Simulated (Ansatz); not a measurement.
# BSiP (triplet): the correlation ladder, def2-TZVPP

An exercise on one series of results from a longer session: the logs are not shown, and one member is left open.

Method: def2-TZVPP, core rule «outside noble gas», up to 11 orbitals frozen; program: Ansatz 0.2.0, Gaussian basis.

To be run: UHF; ROHF; CCSD(T) on UHF.

2 further runs of the same task are left out: 2 set aside as unsound or not needed.

## What is computed

The geometry is a PBE0/def2-TZVP stationary point (not a proven minimum).

3 atoms, charge 0, spin multiplicity 3.

Atoms are counted from 1 here; the program's logs count them from 0.

Bond lengths: B1–P2 1.813 Å, B1–Si3 2.032 Å, P2–Si3 2.135 Å. Angles: P2–B1–Si3 67.2°, B1–P2–Si3 61.3°, B1–Si3–P2 51.5°.

The first run:

in.yaml reads:

```yaml
crystal:
  periodic: [false, false, false]
  atoms:
    - {symbol: B, position_ang: [0.000000, -1.336957, 0.188448]}
    - {symbol: P, position_ang: [0.000000, 0.294228, 0.979363]}
    - {symbol: Si, position_ang: [0.000000, 0.190151, -1.152618]}
basis:
  gaussian: {orbitals: def2-TZVPP}
magnetization: {spin_polarized: true, initial_magnetization: 2}
hamiltonian: {xc: hf}
output: {orbitals: {seedname: orbitals}}
```

Started as:

```
$ ansatz run in.yaml --threads 1 --pin off --events-out ev --progress --plain --max-ram 4096MiB --backend cpu
```

Among the steps run: UHF; ROHF; CCSD(T) on UHF.

One table of the session follows, with a row left open; its other results are not shown here.

| method | from UCCSD(T) (meV) |
| --- | --- |
| ROHF | ? |
| UHF | +9453.1 |
| UMP2 | +1418.7 |
| UCCSD | +662.9 |
| UCCSD(T) | 0 |

Estimate the missing values for ROHF.

The run gave: from UCCSD(T) (meV): +9684.2. In the column «from UCCSD(T) (meV)» it is the highest.

With the free atoms at the same levels and basis (separate runs), the atomisation energy is 7.312 eV at UCCSD(T), 4.589 eV at ROHF.
